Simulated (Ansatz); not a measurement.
hcp Sc, treated with rVV10 in Ansatz (PAW).

Numerical settings: plane-wave cutoff 520 eV, 18×18×10 k mesh (along the axes of the cell as run), Fermi–Dirac smearing 0.05 eV, scalar-relativistic PAW data made under PBE.

Results at a series of volumes:

```tsv
V (Å³/atom)	E − E_lowest (meV/atom)
23.336	7.35
23.822	1.78
24.308	0.00
24.794	1.69
25.281	6.55
```

### Question
Fit the third-order Birch–Murnaghan equation and give B0 and B′.

### Answer
V0 = 24.307 Å³/atom, B0 = 57.1 GPa, B′ = 3.4 (fit to the energies at full precision).

Shape and atoms are relaxed at each volume.

Measured, for comparison: bulk modulus 55.6 GPa (zero-point energy and finite temperature contributions removed, our sources range from 44.5 to 55.6; as tabulated in doi:10.1021/acs.jctc.3c00612). Computed (rounded) less measured: bulk modulus not scored (sources differ).

Note: the bulk modulus comes from volumes at which shape and atoms were relaxed.

Ansatz is a quantum-chemistry and plane-wave program.
